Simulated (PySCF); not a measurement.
Species: chlorobenzene, C6H5Cl.
InChI=1S/C6H5Cl/c7-6-4-2-1-3-5-6/h1-5H

The closed-shell ground state was solved at several levels (PySCF, density fitting, gas phase, non-relativistic). Isolated species at its PBE0-D3(BJ)/def2-TZVP geometry, gas phase.

```csv
level,basis functions,HOMO (eV),LUMO (eV),gap (eV),dipole (D)
KT3/pcSseg-2,329,-6.17,-1.44,4.73,1.64
PBE0/aug-cc-pVTZ,441,-7.18,-0.63,6.55,1.71
PBE0/pcSseg-2,329,-7.18,-0.61,6.57,1.72
wB97X-D/aug-cc-pVTZ,441,-8.91,0.81,9.72,1.75
CAM-B3LYP/aug-cc-pVTZ,441,-8.38,0.22,8.60,1.75
B97-2/pcSseg-2,329,-6.94,-0.63,6.31,1.72
```

Problem. Estimate the row for wB97X-D/pcSseg-2, a basis of 329 functions; the other rows only guide the guess.

Solution. HOMO -8.93 eV, LUMO 1.14 eV, gap 10.07 eV, dipole 1.78 D.

Problem. Over all these levels, which gives the widest orbital gap and which the narrowest?

Solution. wB97X-D/pcSseg-2 (range-separated hybrid) has the widest, 10.07 eV, and KT3/pcSseg-2 (GGA) the narrowest, 4.73 eV. The two share the basis. From the narrowest to the widest the HOMO moves by -2.76 eV and the LUMO by +2.58 eV.

Problem. In the pcSseg-2 basis, how does the gap go with the fixed share of exact exchange?

Solution. KT3 (0 %) 4.73 eV; B97-2 (21 %) 6.31 eV; PBE0 (25 %) 6.57 eV. Each rise in the share widens the gap here.

Problem. How far do the dipole and the HOMO energy spread over the levels?

Solution. The dipole runs from 1.64 to 1.78 D (mean 1.72 D) and the HOMO from -8.93 to -6.17 eV.
